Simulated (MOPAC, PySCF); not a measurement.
System: C2H5O, charge 0, multiplicity 2. SMILES: [CH2]CO
Structure (B3LYP-D3(BJ)/def2-TZVP (Ansatz) minimum search):
```xyz
8

C      1.1500    -0.5481     0.0778
C      0.1001     0.4855     0.1538
O     -1.1512    -0.0848    -0.2195
H     -1.8025     0.6203    -0.2893
H      0.0546     0.9063     1.1703
H      0.3469     1.3296    -0.5164
H      2.1102    -0.3827     0.5442
H      0.9997    -1.4196    -0.5423
```
Charge 0, spin multiplicity 2.

Unscaled harmonic wavenumbers (cm⁻¹) in rising order, each level at the stationary point that it reaches from this structure (no distance between atoms moves by over 0.3 Å); the order of modes can differ between levels, and a negative number is imaginary. B3LYP-D3(BJ)/def2-TZVP (PySCF, at the structure above): 127, 266, 417, 471, 866, 957, 1065, 1109, 1217, 1268, 1422, 1462, 1491, 2882, 2944, 3160, 3269, 3812.

PM3 (MOPAC): 153, 195, 455, 626, 830, 928, 1031, 1098, 1137, 1263, 1312, 1356, 1464, 2876, 2938, 3145, 3188, 3909. Zero-point energy 39.9 against 40.3 kcal/mol; where all levels lie over 400 cm⁻¹, the wavenumbers are on average 1.004 times those of B3LYP-D3(BJ)/def2-TZVP.

PM6 (MOPAC): 114, 205, 403, 745, 886, 923, 1117, 1136, 1166, 1224, 1259, 1300, 1379, 2549, 2637, 2697, 2745, 2782. Zero-point energy 36.1 against 40.3 kcal/mol; where all levels lie over 400 cm⁻¹, the wavenumbers are on average 0.965 times those of B3LYP-D3(BJ)/def2-TZVP.
